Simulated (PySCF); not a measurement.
Gas-phase reaction: 2 HSiNH₂ + 3 H₃SiNH₂ = trisilylamine + 2 SiH₂(NH₂)₂

Energies from PySCF, thermal terms from the rigid-rotor harmonic-oscillator model, ideal gas at 1 bar. † marks an energy on the PBE0/def2-TZVP geometry and frequencies; other levels use their own. MP2 freezes the core. 6-31G* has spherical d functions here. All species are closed-shell singlets. B3LYP is the form with VWN-RPA correlation. No R ln 2 is added for the mirror-image form of SiH₂(NH₂)₂. HSiNH₂, H₃SiNH₂, SiH₂(NH₂)₂: computed as isolated molecules; such fragments, hydroxides, amides, oligomers or adducts are transient or little studied in the gas. MP2 isn't extrapolated to the basis-set limit; its ΔH°(298 K) is -447.6 kJ in def2-SVP and -486.3 kJ in def2-TZVPP. The harmonic model lacks anharmonicity and excited electronic states, which grow with temperature; levels with a mode under 35 cm⁻¹ are left out. Internal rotation in HSiNH₂, H₃SiNH₂, trisilylamine, SiH₂(NH₂)₂ is treated as a harmonic vibration of one conformer, which makes the entropy rough.

```csv
level,"ΔE electronic, kJ","ΔH°(298 K), kJ","ΔS°(298 K), J/K","ΔG°(2500 K), kJ"
B3LYP/def2-TZVP†,-412,-409,-338,347
HF/6-31G*,-432,-428,-349,363
HF/def2-TZVP†,-453,-451,-338,305
MP2/def2-SVP†,-450,-448,-338,308
PBE/def2-SVP,-394,-392,-325,330
PBE/def2-TZVP†,-414,-412,-338,344
r2SCAN/def2-TZVP†,-480,-478,-338,278
ωB97X-V/def2-TZVP†,-479,-477,-338,279
```
ΔH° is lowest at r2SCAN/def2-TZVP† and highest at PBE/def2-SVP. No reference value is set beside these.
